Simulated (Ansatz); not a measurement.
A nudged elastic band was laid between two geometries of BH6Si2 (9 atoms, charge 0, multiplicity 2).

Theory: UHF/def2-SVP in Ansatz.

- movable images: 7
- climbing image: yes
- spring: 5.0 eV/Å²
- optimiser: quadratic models (default)
- start path: through a guess of the saddle point
- force threshold: 0.05 eV/Å
- iteration limit: 60
- end points: relaxed

Initial state:

```xyz
9
Properties=species:S:1:pos:R:3
B -1.071 0.602 -1.365
Si 0.580 0.534 -0.175
Si 0.097 -0.933 1.625
H -1.213 -0.166 -2.276
H -1.959 1.377 -1.142
H 0.900 1.857 0.421
H 1.785 0.055 -0.904
H -0.306 -2.294 1.189
H 1.187 -1.032 2.626
```

Final state:

```xyz
9
Properties=species:S:1:pos:R:3
B -0.889 0.850 -1.741
Si 0.399 -0.234 -0.727
Si 0.408 -0.458 1.617
H -0.846 0.897 -2.938
H -1.727 1.481 -1.160
H -0.625 0.440 2.189
H 1.437 -1.027 -1.426
H 0.107 -1.857 2.013
H 1.734 -0.093 2.174
```

(1) Which bonds break or form, and what moves?

(2) What energy profile does the band end with?

(3) What is the geometry of the highest image?

## Answers

(1) Bonds broken: Si2–H6. Bonds formed: Si3–H6.

(2) The forces met the threshold. The highest image is number 3 of 0 to 8, 1.81 eV above the first end and 2.17 eV above the last; the last end lies 0.35 eV below the first. Neighbouring images differ by up to 1.6 eV, so the band resolves the path poorly. A vibrational analysis at the climbing image gives one clearly imaginary mode, 1706i cm⁻¹: a first-order saddle point.

| image | path coordinate (Å) | energy (eV) | Si2–H6 (Å) | Si3–H6 (Å) |
| --- | --- | --- | --- | --- |
| 0 | 0.00 | 0.00 | 1.49 | 3.14 |
| 1 | 1.00 | 0.02 | 1.49 | 3.13 |
| 2 | 2.01 | 0.32 | 1.49 | 2.72 |
| 3 | 3.01 | 1.81 | 1.70 | 1.78 |
| 4 | 3.78 | 0.21 | 2.57 | 1.50 |
| 5 | 4.55 | -0.30 | 3.12 | 1.48 |
| 6 | 5.31 | -0.34 | 3.19 | 1.48 |
| 7 | 6.08 | -0.35 | 3.17 | 1.48 |
| 8 | 6.85 | -0.35 | 3.16 | 1.48 |

(3) 
```xyz
9
Properties=species:S:1:pos:R:3
B -1.026 0.591 -1.547
Si 0.560 -0.013 -0.553
Si 0.349 -0.704 1.618
H -0.979 0.915 -2.699
H -2.075 0.633 -0.968
H 0.333 0.908 0.862
H 1.950 0.160 -1.024
H -0.759 -1.588 2.025
H 1.646 -0.902 2.285
```

Time of the run: 97 s on 2 threads of Arm Neoverse V1, with other jobs on the host, peak memory 0.2 GiB.
